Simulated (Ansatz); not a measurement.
# PH+ (doublet): from Hartree-Fock to the top rungs at distance P1–H2 = 3.781 Å, cc-pVTZ

How much of the correlation energy of PH+ (doublet) does each wave-function method recover here?

Method: cc-pVTZ, core rule «outside noble gas», up to 5 orbitals frozen; program: Ansatz 0.2.0, Gaussian basis.

To be run: UHF; CCSD(T) on ROHF; CCSD(T) on UHF; BCCD(T) on ROHF; CISD; CCSDT(Q) on ROHF; CCSDT(Q) on UHF; CASSCF and MRCISD+Q, 3 electrons in 3 orbitals; CASSCF and NEVPT2, 3 electrons in 3 orbitals; CASSCF and MRCISD+Q, 5 electrons in 5 orbitals; CASSCF and NEVPT2, 5 electrons in 5 orbitals; Full CI.

27 further runs of the same task are left out: 1 for a known fault of the program, 20 that didn't finish, 6 set aside as unsound or not needed.

## Step 1: The geometry

The geometry derives from a PBE0/def2-TZVP stationary point (not a proven minimum). One bond is set to the value named and the two fragments are kept rigid.

2 atoms, charge 1, spin multiplicity 2.

Atoms are counted from 1 here; the program's logs count them from 0.

No contacts short enough for the rule that draws bonds.

## Step 2: UHF

Input file in.yaml:

```yaml
crystal:
  periodic: [false, false, false]
  atoms:
    - {symbol: P, position_ang: [0.000000, 0.000000, 0.000000]}
    - {symbol: H, position_ang: [0.000000, 0.000000, 3.781000]}
basis:
  gaussian: {orbitals: cc-pVTZ}
total_charge: 1
magnetization: {spin_polarized: true, initial_magnetization: 1}
hamiltonian: {xc: hf}
output: {orbitals: {seedname: orbitals}}
```

The run is started by

```bash
$ ansatz run in.yaml --threads 1 --pin off --events-out ev --progress --plain --max-ram 2393MiB
```

The runs that follow: CCSD(T) on ROHF; CCSD(T) on UHF; BCCD(T) on ROHF; CISD; CCSDT(Q) on ROHF; CCSDT(Q) on UHF; CASSCF and MRCISD+Q, 3 electrons in 3 orbitals; CASSCF and NEVPT2, 3 electrons in 3 orbitals; CASSCF and MRCISD+Q, 5 electrons in 5 orbitals; CASSCF and NEVPT2, 5 electrons in 5 orbitals; Full CI.

**Question.** What will the summary of the whole plan be? Wanted: FCI below the RHF energy; RMP2 from FCI; UMP2 from FCI; RCCSD from FCI; RCCSD(T) from FCI; UCCSD(T) from FCI; RCCSDT(Q) from FCI; UCCSDT(Q) from FCI; NEVPT2 pair from FCI.

The runs gave:

```
                         quantity                                                                             value
         FCI below the RHF energy                                                                        -4.5110 eV
                    RMP2 from FCI                                                                       +2263.4 meV
                    UMP2 from FCI                                                                        +629.1 meV
                   RCCSD from FCI                                                                        +116.4 meV
                RCCSD(T) from FCI                                                                         -29.1 meV
                UCCSD(T) from FCI                                                                         +20.6 meV
               RCCSDT(Q) from FCI                                                                         -39.1 meV
               UCCSDT(Q) from FCI                                                                          +0.3 meV
             NEVPT2 pair from FCI                                                                        +584.0 meV
           MRCISD+Q pair from FCI                                                                         -40.2 meV
levels within 1 kcal/mol (43 meV)  RCCSD(T), UCCSD(T), BCCD(T), RCCSDT, UCCSDT, RCCSDT(Q), UCCSDT(Q), MRCISD+Q pair
                    T1 diagnostic                                                                             0.462
   effectively unpaired electrons                                                                              2.98
```

**Reading.** RCCSD(T) lands -29.1 meV from the yardstick (0.6 % of the correlation energy). CCSD(T) misses by -29.1 meV on the restricted determinant and by +20.6 meV on the unrestricted one; the two need not hold the same state or core. RCCSD(T), RCCSDT(Q), MRCISD+Q pair fall below full CI, which methods that aren't variational can do. With 3.0 effectively unpaired electrons against 1 the state is strongly multireference. Coupled cluster on one determinant still stays close here. Of the multireference levels listed MRCISD+Q pair comes nearest in total energy (-40.2 meV), which doesn't show that its space is the better one. Coupled cluster took another determinant than the lowest Hartree-Fock one. These misses are within one basis, not against nature; the frozen cores of restricted and unrestricted runs differ, which can shift their rows.
